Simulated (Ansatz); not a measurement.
An input meant for CH5BO⁺, that is BH2(OMe) with one electron fewer (charge 1, doublet).

```yaml
crystal:
  periodic: [false, false, false]
  atoms:
    - {symbol: B, position_ang: [0.293865, 0.708306, 0.551369]}
    - {symbol: H, position_ang: [0.930626, 0.450488, 0.328720]}
    - {symbol: H, position_ang: [0.087193, 1.331338, 1.077220]}
    - {symbol: O, position_ang: [-0.360066, 0.177516, 0.179186]}
    - {symbol: C, position_ang: [-0.244102, -0.545361, -0.359141]}
    - {symbol: H, position_ang: [-0.576387, -0.402516, -0.910102]}
    - {symbol: H, position_ang: [-0.480702, -1.184194, -0.088285]}
    - {symbol: H, position_ang: [0.456806, -0.548780, -0.582583]}
basis:
  gaussian: {orbitals: "6-31++G**", nuclear_model: gaussian}
total_charge: 1
magnetization: {spin_polarized: true, initial_magnetization: 1}
hamiltonian: {xc: {name: SVWN5}}
scf: {lower_state_search: light}
```

```sh
$ ansatz run in.yaml --threads 4 --pin off --events-out ev --progress --plain --max-ram 3916MiB
```

Output, abridged:

```
Functional definition: SVWN5
839 factors; their error is unknown
mean field evaluation 1: about -3707.6199 eV, gradient 1.0e2 eV
mean field evaluation 2: about -3630.6594 eV, gradient 1.6e2 eV
mean field evaluation 4: about -3740.7419 eV, gradient 2.4e1 eV
mean field evaluation 8: about -3743.1933 eV, gradient 1.7e-1 eV
mean field evaluation 16: about -3743.1820 eV, gradient 1.8e-4 eV
mean field -3743.18198435 eV, -137.5594007048 hartree, gradient 4.8e-5 eV, S^2 0.750790; 0 other end points of the search recorded, 0 dependent functions left out
reference -3743.18204602 eV, -137.5594029712 hartree; 12, 11 occupied and 75, 76 virtual orbitals, 839 factors
Total energy: -3743.18204602 eV, -137.5594029712 hartree
```

Q: Something in this input is off. What?

A: The geometry is squeezed to about two thirds of its size. Self-consistency was reached. The result belongs to that input, not to the species as meant.
